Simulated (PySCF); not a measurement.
## Reproducing measurements on PH3

**What was measured.**

NIST CCCBDB Release 22 (SRD 101), experimental dipoles lists, for the gas: dipole moment (microwave Stark effect) 0.58 D.

How close the calculation comes is told at the end.

PH3.
Atom-mapped SMILES: `[PH3:1]` (hydrogens: H2, H3, H4 on P1)

Structure used (GFN2-xTB), in Å, numbered top down from 1:
```xyz
4
PH3 angstrom
P     -0.001    0.003    0.570
H     -0.559    1.009   -0.206
H      1.158   -0.016   -0.190
H     -0.588   -0.991   -0.198
```

The PySCF runs (gas phase, on this GFN2-xTB geometry; no spin–orbit coupling):

| level | job | basis functions |
| --- | --- | --- |
| B97-2/aug-cc-pVDZ | shieldings | 54 |
| BHandHLYP/IGLO-III | shieldings | 74 |
| BHandHLYP/aug-cc-pVDZ | shieldings | 54 |
| BP86/IGLO-III | shieldings | 74 |
| CAM-B3LYP/cc-pVTZ | shieldings | 76 |
| KT2/aug-cc-pVDZ | shieldings | 54 |
| LC-wPBE/aug-cc-pVDZ | shieldings | 54 |
| LC-wPBE/cc-pVTZ | shieldings | 76 |
| OLYP/IGLO-III | shieldings | 74 |
| OLYP/cc-pVTZ | shieldings | 76 |
| OPBE/IGLO-III | shieldings | 74 |
| revPBE/cc-pVTZ | shieldings | 76 |

## Comparison

**Dipole moment.** Measured: 0.58 D (NIST CCCBDB Release 22 (SRD 101), experimental dipoles).

| level | computed (D) | computed − measured (D) | % (from the printed values) |
| --- | --- | --- | --- |
| B97-2/aug-cc-pVDZ | 0.72 | +0.14 | +24 |
| BHandHLYP/IGLO-III | 0.58 | 0.00 | 0 |
| BHandHLYP/aug-cc-pVDZ | 0.68 | +0.10 | +17 |
| BP86/IGLO-III | 0.62 | +0.04 | +7 |
| CAM-B3LYP/cc-pVTZ | 0.69 | +0.11 | +19 |
| KT2/aug-cc-pVDZ | 0.67 | +0.09 | +16 |
| LC-wPBE/aug-cc-pVDZ | 0.82 | +0.24 | +41 |
| LC-wPBE/cc-pVTZ | 0.80 | +0.22 | +38 |
| OLYP/IGLO-III | 0.58 | 0.00 | 0 |
| OLYP/cc-pVTZ | 0.70 | +0.12 | +21 |
| OPBE/IGLO-III | 0.68 | +0.10 | +17 |
| revPBE/cc-pVTZ | 0.71 | +0.13 | +22 |

12 of the 60 levels run are shown, the closest and the furthest among them. The computed dipoles belong to one fixed geometry; measured ones are averaged over vibrations unless marked μe. Magnitudes are compared, not signs.

No measured geometry was used, and the causes of the misses weren't examined.
